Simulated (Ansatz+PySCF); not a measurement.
A calculation with Ansatz (development build ahead of 0.2.0).

```yaml
crystal:
  periodic: [false, false, false]
  atoms:
    - { symbol: C, position_ang: [0.0, 0.0, 0.0] }
    - { symbol: O, position_ang: [0.0, 0.0, 1.17118] }
    - { symbol: O, position_ang: [0.0, 0.0, -1.17118] }
basis:
  gaussian: { orbitals: cc-pVTZ }
total_charge: 1
magnetization:
  initial_magnetization: 1
hamiltonian:
  xc: hf
correlation:
  method: mp2
  frozen_orbitals: { C: 1, O: 1 }
output:
  forces: true
```

The input is written out in the form of the current development build from the run's settings. Correlation on restricted open-shell orbitals is semicanonical, with singles.

Results

```yaml
Converged: yes
Reference_energy: -187.21783 hartree
Correlation_energy: -0.56704 hartree
Total_energy: -187.78486 hartree
Spin_squared_of_the_determinant: 0.750
Stability_test: minimum among restricted orbitals
```

Forces (eV/Å):
```csv
atom,Fx,Fy,Fz
C1,0.000,0.000,-1.337
O2,0.000,0.000,1.183
O3,0.000,0.000,0.154
```

Caution: an unrestricted determinant lies well below; forces differ strongly between restricted and unrestricted references; MP2 on this radical cation hangs on the determinant chosen; the determinant breaks the point group; another reference gives a lower total.
